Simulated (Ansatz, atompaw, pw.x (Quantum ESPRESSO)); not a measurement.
Equation-of-state test of one PAW (atompaw) potential (magnesium (Mg))

magnesium (Mg), PAW, made with atompaw 4.2.0.5 (PBEsol, scalar-relativistic). Core [Ne], reference 3s1.5 3p0.5. Waves: 3s (bound); 3s channel at 3.9 Ry; 3p (bound); 3p channel at 0.85 Ry. Local part: troulliermartins scheme with l = 2 at 1 Ry, radius 2.35 bohr. Core correction: smooth core density matched at 2.25 bohr. Augmentation charge: sinc compensation charge, radius 2.30 bohr; PAW radius 2.70 bohr; waves and projectors: bloechl.

Atomic tests: cutoffs needed: 6 Ry and 12 Ry (the cutoffs (Ry, on a coarse ladder) from which the occupation-weighted sum of valence levels, in a spherical-Bessel basis at the reference potential, stays within 10 and 1 mRy of its value at 400 Ry); ghost test: no extra level below or beside the all-electron valence levels (s, p, d, f tested) (spherical-Bessel basis up to 400 Ry, 20 bohr box); lowest eigenvalue of the overlap operator: 0.02 (p channel).

Crystal test: bcc Mg in pw.x 7.5, no spin, 13³ k-points, Fermi–Dirac smearing 0.01 Ry, cutoffs 40/400 Ry. The reference is all-electron LAPW (Ansatz 0.2.0) with the same functional, mesh and smearing; V0 and B0 come from Birch–Murnaghan fits to the pressures at five volumes. Errors are pseudo minus all-electron; Δ is the rms difference of the E(V) curves that follow from these fits, minima aligned, over ±6 % about the mean V0. Mesh and smearing are coarse, so the numbers serve the comparison and aren't converged zero-temperature values; the lattice is a test structure that the element need not adopt.

All-electron: a0 = 3.559 Å (V0 = 22.55 Å³/atom), B0 = 36.1 GPa.

**Question.** How far does the potential miss the all-electron equation of state?

**Answer.** mean pressure error (GPa): +0.20; a0 (Å): 3.566; a0 error (%): +0.18; B0 error (%): +0.7; Δ (meV/atom): 1.0.

| V (Å³/atom) | P all-electron (GPa) | P pseudo (GPa) |
| --- | --- | --- |
| 21.324 | 2.25 | 2.51 |
| 21.885 | 1.14 | 1.37 |
| 22.446 | 0.16 | 0.36 |
| 23.007 | -0.70 | -0.53 |
| 23.568 | -1.46 | -1.31 |

**Question.** At the middle volume, how do free energy and pressure move when the wave cutoff is lowered (ecutrho held at 400 Ry)?

**Answer.**

| cutoff (Ry) | shift of F (meV/atom) | shift of P (GPa) |
| --- | --- | --- |
| 18 | +14.2 | -0.04 |
| 24 | +3.6 | -0.05 |
| 32 | +0.4 | +0.00 |

The run at the middle volume (84 k-points, 17 iterations) took about 7.8 s on one core of a shared host (AMD EPYC 9R45 96-Core Processor, 96 threads, 376 GiB, load 68).
